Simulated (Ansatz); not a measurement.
Ansatz (an electronic-structure program) input (wB97X-V/def2-TZVP):

Ansatz 0.2 input:
```yaml
crystal:
  periodic: [false, false, false]
  atoms:
    - {symbol: C, position_ang: [-0.02656740, -0.39643901, 0.74037214]}
    - {symbol: N, position_ang: [-0.04025319, 0.87186173, 0.00009760]}
    - {symbol: C, position_ang: [-0.04739019, -0.39723479, -0.73890413]}
    - {symbol: H, position_ang: [0.88684478, 1.28341918, -0.01317394]}
    - {symbol: H, position_ang: [-0.93332050, -0.60983971, 1.29271705]}
    - {symbol: H, position_ang: [-0.96932769, -0.61121579, -1.26527787]}
    - {symbol: H, position_ang: [0.88822522, -0.70100522, 1.23593203]}
    - {symbol: H, position_ang: [0.85309603, -0.70234775, -1.25968851]}
basis:
  gaussian:
    orbitals: def2-TZVP
hamiltonian:
  xc: {name: wB97X-V}
relax: {f_tol: 0.003, max_steps: 100}
```

Output:

```
Functional definition: wB97X-V
integrals: 0.05 GiB planned
735 factors; their error is unknown
integrals: 0.08 GiB planned
237 factors; integrals over basis functions are off by at most 4.5e-7 eV
mean field: 0.50 GiB planned
mean field evaluation 1: about -3641.4900 eV, gradient 3.8e1 eV
mean field evaluation 2: about -3642.5346 eV, gradient 3.2e1 eV
mean field evaluation 4: about -3644.5251 eV, gradient 1.6e0 eV
mean field evaluation 8: about -3644.5381 eV, gradient 3.4e-2 eV
mean field evaluation 16: about -3644.5173 eV, gradient 4.7e-5 eV
mean field -3644.51733471 eV, -133.9335417079 hartree, gradient 4.7e-5 eV, S^2 0.000000; 0 other end points of the search recorded, 0 dependent functions left out
the calculation of the forces begins
reference -3644.51733311 eV, -133.9335416492 hartree; 12, 12 occupied and 111, 111 virtual orbitals, 735 factors
relax step   1: F+E_penalty+E_count = -3644.51733471 eV  Δ(F+E_penalty+E_count) = +0.000e0 eV  max|allowed force component| = 2.208e-1 eV/Å  Δτ_max = 0.0000 Å  (30 SCF iters, accepted)
these checks for a lower state are left out or cut short: starts, cluster_reference, orbital_swaps, neighbouring_geometries, increment
integrals: 0.05 GiB planned
735 factors; their error is unknown
integrals: 0.08 GiB planned
237 factors; integrals over basis functions are off by at most 4.5e-7 eV
mean field: 0.50 GiB planned
mean field -3644.51844523 eV, -133.9335825189 hartree, gradient 2.3e-5 eV, S^2 0.000000; 0 other end points of the search recorded, 0 dependent functions left out
the calculation of the forces begins
reference -3644.51844364 eV, -133.9335824603 hartree; 12, 12 occupied and 111, 111 virtual orbitals, 735 factors
relax step   2: F+E_penalty+E_count = -3644.51844523 eV  Δ(F+E_penalty+E_count) = -1.111e-3 eV  max|allowed force component| = 9.385e-2 eV/Å  Δτ_max = 0.0052 Å  (33 SCF iters, accepted)
these checks for a lower state are left out or cut short: starts, cluster_reference, orbital_swaps, neighbouring_geometries, increment
integrals: 0.05 GiB planned
735 factors; their error is unknown
integrals: 0.08 GiB planned
237 factors; integrals over basis functions are off by at most 4.5e-7 eV
mean field: 0.50 GiB planned
mean field evaluation 32: about -3644.5186 eV, gradient 2.3e-5 eV
mean field -3644.51861079 eV, -133.9335886031 hartree, gradient 2.3e-5 eV, S^2 0.000000; 0 other end points of the search recorded, 0 dependent functions left out
the calculation of the forces begins
reference -3644.51860919 eV, -133.9335885445 hartree; 12, 12 occupied and 111, 111 virtual orbitals, 735 factors
relax step   3: F+E_penalty+E_count = -3644.51861079 eV  Δ(F+E_penalty+E_count) = -1.656e-4 eV  max|allowed force component| = 1.347e-2 eV/Å  Δτ_max = 0.0021 Å  (35 SCF iters, accepted)
these checks for a lower state are left out or cut short: starts, cluster_reference, orbital_swaps, neighbouring_geometries, increment
integrals: 0.05 GiB planned
735 factors; their error is unknown
integrals: 0.08 GiB planned
237 factors; integrals over basis functions are off by at most 4.5e-7 eV
mean field: 0.50 GiB planned
mean field -3644.51861619 eV, -133.9335888015 hartree, gradient 2.3e-5 eV, S^2 0.000000; 0 other end points of the search recorded, 0 dependent functions left out
the calculation of the forces begins
reference -3644.51861459 eV, -133.9335887428 hartree; 12, 12 occupied and 111, 111 virtual orbitals, 735 factors
relax step   4: F+E_penalty+E_count = -3644.51861619 eV  Δ(F+E_penalty+E_count) = -5.398e-6 eV  max|allowed force component| = 5.043e-3 eV/Å  Δτ_max = 0.0004 Å  (33 SCF iters, accepted)
these checks for a lower state are left out or cut short: starts, cluster_reference, orbital_swaps, neighbouring_geometries, increment
integrals: 0.05 GiB planned
735 factors; their error is unknown
integrals: 0.08 GiB planned
237 factors; integrals over basis functions are off by at most 4.5e-7 eV
mean field: 0.50 GiB planned
mean field -3644.51861637 eV, -133.9335888083 hartree, gradient 2.3e-5 eV, S^2 0.000000; 0 other end points of the search recorded, 0 dependent functions left out
the calculation of the forces begins
reference -3644.51861478 eV, -133.9335887497 hartree; 12, 12 occupied and 111, 111 virtual orbitals, 735 factors
relax step   5: F+E_penalty+E_count = -3644.51861637 eV  Δ(F+E_penalty+E_count) = -1.860e-7 eV  max|allowed force component| = 7.115e-3 eV/Å  Δτ_max = 0.0008 Å  (33 SCF iters, accepted)
these checks for a lower state are left out or cut short: starts, cluster_reference, orbital_swaps, neighbouring_geometries, increment
integrals: 0.05 GiB planned
735 factors; their error is unknown
integrals: 0.08 GiB planned
237 factors; integrals over basis functions are off by at most 4.5e-7 eV
mean field: 0.50 GiB planned
mean field -3644.51861880 eV, -133.9335888975 hartree, gradient 2.3e-5 eV, S^2 0.000000; 0 other end points of the search recorded, 0 dependent functions left out
the calculation of the forces begins
reference -3644.51861721 eV, -133.9335888389 hartree; 12, 12 occupied and 111, 111 virtual orbitals, 735 factors
relax step   6: F+E_penalty+E_count = -3644.51861880 eV  Δ(F+E_penalty+E_count) = -2.428e-6 eV  max|allowed force component| = 4.961e-4 eV/Å  Δτ_max = 0.0003 Å  (34 SCF iters, accepted)
integrals: 0.05 GiB planned
735 factors; their error is unknown
integrals: 0.08 GiB planned
237 factors; integrals over basis functions are off by at most 4.5e-7 eV
mean field: 0.50 GiB planned
mean field evaluation 64: about -3644.5186 eV, gradient 2.3e-5 eV
mean field -3644.51861880 eV, -133.9335888975 hartree, gradient 2.3e-5 eV, S^2 0.000000; 1 other end points of the search recorded, 0 dependent functions left out
the calculation of the forces begins
reference -3644.51861721 eV, -133.9335888389 hartree; 12, 12 occupied and 111, 111 virtual orbitals, 735 factors
Total energy: -3644.51861721 eV, -133.9335888389 hartree
Atom 0 at    -0.027089    -0.395082     0.739903 Å, force    -0.000324    -0.000496     0.000201 eV/Å
Atom 1 at    -0.040602     0.867764     0.000105 Å, force     0.000367     0.000377    -0.000005 eV/Å
Atom 2 at    -0.047899    -0.395877    -0.738422 Å, force    -0.000329    -0.000496    -0.000191 eV/Å
Atom 3 at     0.887478     1.277034    -0.013179 Å, force     0.000143    -0.000001    -0.000002 eV/Å
Atom 4 at    -0.936278    -0.609486     1.292418 Å, force    -0.000012    -0.000027    -0.000116 eV/Å
Atom 5 at    -0.972276    -0.610861    -1.264896 Å, force    -0.000009    -0.000027     0.000116 eV/Å
Atom 6 at     0.891536    -0.697476     1.234872 Å, force     0.000082     0.000335     0.000017 eV/Å
Atom 7 at     0.856436    -0.698817    -1.258726 Å, force     0.000082     0.000335    -0.000019 eV/Å
Dipole moment:     0.279480    -0.228884    -0.003811 e Å
```
